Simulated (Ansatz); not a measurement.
Reaction (formal hydrolysis of a C–C bond): `CC(F)Cl` + H₂O → `OC(F)Cl` + CH₄

Program: Ansatz. Geometries: PBE0-D4/def2-TZVP. ΔE: electronic, gas phase. CCSD(T)/CBS adds triple-zeta CCSD(T) − MP2 to the extrapolated MP2 energy (def2 sets, frozen cores). This one scheme is used for every species. Functionals use def2-TZVPP. HSE06 is defined as in plane-wave codes. Each species was taken in one conformer, which may not be the lowest.

| level | ΔE (kJ/mol) | difference from CCSD(T)/CBS |
| --- | --- | --- |
| PBE-D4 | -0.6 | -15.7 |
| BLYP-D4 | -1.4 | -16.5 |
| HSE06-D4 | 3.2 | -11.9 |
| ωB97X-V | 2.8 | -12.3 |
| PBE | -2.4 | -17.5 |
| r2SCAN | -2.4 | -17.5 |
| r2SCAN0 | 1.4 | -13.7 |
| HSE06 | 1.7 | -13.4 |
| CAM-B3LYP | -0.5 | -15.6 |
| RPA@PBE/def2-TZVPP | 8.7 | -6.4 |
| CCSD/def2-TZVPP | 9.6 | -5.5 |
| CCSD(T)/def2-TZVPP | 8.7 | -6.4 |
| HF/def2-QZVPP | 2.2 | -12.9 |
| MP2/def2-QZVPP | 16.5 | 1.4 |
| MP2/CBS(def2) | 18.8 | 3.7 |
| CCSD/CBS(def2) | 15.9 | 0.8 |
| CCSD(T)/CBS | 15.1 | 0 |

Largest T1 diagnostic among the species: 0.011.

From r2SCAN to r2SCAN0 (25 % exact exchange), in def2-TZVPP and without D4, ΔE moves by +3.8 kJ/mol. At CCSD(T), def2-SVP lies −24.1 kJ/mol from the extrapolated value and def2-TZVPP −6.4 kJ/mol. Leaving LDA and LC-ωPBE aside and taking each functional with its dispersion term where it has one, the values, not all of them listed here, spread over 9.1 kJ/mol, from r2SCAN-D4 to PBE-QIDH.
